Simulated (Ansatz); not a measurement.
# C2H4F2O2: the cost of one run

Method: RKS PBE0/def2-SVP, in Ansatz 0.2.0.

### Step 1. The starting structure

Bond lengths: O1–C2 1.422 Å, C2–C3 1.532 Å, C3–O4 1.438 Å, C3–F5 1.314 Å, C3–F6 1.385 Å, O1–H7 0.992 Å, C2–H8 1.122 Å, C2–H9 1.129 Å, O4–H10 0.957 Å. Angles: O1–C2–C3 113.7°, O1–C2–H8 105.6°, O1–C2–H9 110.6°, C3–C2–H8 109.0°, C3–C2–H9 109.4°, H8–C2–H9 108.4°, C2–O1–H7 105.2°, C2–C3–O4 112.0°, C2–C3–F5 113.6°, C2–C3–F6 110.6°, O4–C3–F5 109.6°, O4–C3–F6 102.8°, F5–C3–F6 107.5°, C3–O4–H10 99.1°.

Structure file:

```xyz
10

O    -0.8658   -1.5868   -0.3315
C    -0.1178   -0.7974    0.5848
C     0.0817    0.6518    0.1286
O     0.6262    0.7294   -1.2004
F    -1.0085    1.3824    0.2028
F     1.0529    1.2754    0.8944
H    -0.5779   -1.2830   -1.2305
H     0.8845   -1.2961    0.6652
H    -0.6026   -0.8062    1.6039
H     0.6104    1.6793   -1.3143
```

### Step 2. End point A

The input, input.yaml:

```yaml
crystal:
  periodic: [false, false, false]
  atoms:
    - { symbol: O, position_ang: [-0.8658, -1.5868, -0.3315] }
    - { symbol: C, position_ang: [-0.1178, -0.7974, 0.5848] }
    - { symbol: C, position_ang: [0.0817, 0.6518, 0.1286] }
    - { symbol: O, position_ang: [0.6262, 0.7294, -1.2004] }
    - { symbol: F, position_ang: [-1.0085, 1.3824, 0.2028] }
    - { symbol: F, position_ang: [1.0529, 1.2754, 0.8944] }
    - { symbol: H, position_ang: [-0.5779, -1.283, -1.2305] }
    - { symbol: H, position_ang: [0.8845, -1.2961, 0.6652] }
    - { symbol: H, position_ang: [-0.6026, -0.8062, 1.6039] }
    - { symbol: H, position_ang: [0.6104, 1.6793, -1.3143] }
basis:
  gaussian: { orbitals: def2-SVP }
hamiltonian:
  xc: pbe0
relax:
  f_tol: 0.02
  max_steps: 50
output:
  orbitals: {}
```

Command:

```sh
$ ansatz run input.yaml --threads 2 --pin off --max-ram 3072MiB --backend cpu --events-out ev --progress --plain --runs-dir out
```

What time and memory should one allow on 2 threads of Arm Neoverse V2, shared host?

About 14 s, with a peak of 0.22 GiB.
